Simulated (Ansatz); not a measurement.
Ansatz (a program for electronic structure) input:

Ansatz 0.2 input:
```yaml
crystal:
  periodic: [false, false, false]
  atoms:
    - {symbol: C, position_ang: [-0.00019564, 0.15550613, 0.00202606]}
    - {symbol: O, position_ang: [0.17957592, 1.34436533, 0.02150869]}
    - {symbol: O, position_ang: [-1.24075127, -0.39145260, -0.00806867]}
    - {symbol: H, position_ang: [-1.87281039, 0.34435362, 0.00369323]}
    - {symbol: C, position_ang: [1.06723178, -0.89990501, -0.01278463]}
    - {symbol: H, position_ang: [2.04521103, -0.42828240, -0.01861809]}
    - {symbol: H, position_ang: [0.96507153, -1.53966993, 0.86487500]}
    - {symbol: H, position_ang: [0.94971371, -1.53330981, -0.89291883]}
basis:
  gaussian:
    orbitals: def2-TZVPD
hamiltonian:
  xc: {name: PBE0}
total_charge: -1
magnetization: {spin_polarized: true, initial_magnetization: 1}
```

Q: Predict the final energy.

A: -228.89655 Eh (PBE0/def2-TZVPD). The basis has 190 functions.

This state (charge -1, doublet) is run at the relaxed geometry of the species with charge 0 and multiplicity 1.
